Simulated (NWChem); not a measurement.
System: hydrogen peroxide (H₂O₂); SMILES OO

Program: NWChem. Pople sets run with spherical d functions. Geometry: optimised at PBE0/def2-SVP. Static field.

Q: Order these by “isotropic polarisability (bohr³)”, lowest first: PBE/aug-cc-pVDZ; PBE/def2-TZVP; PBE/def2-SVP; PBE/d-aug-cc-pVDZ.

A: PBE/def2-SVP (9.3), PBE/def2-TZVP (11.8), PBE/aug-cc-pVDZ (15.2), PBE/d-aug-cc-pVDZ (16.0)
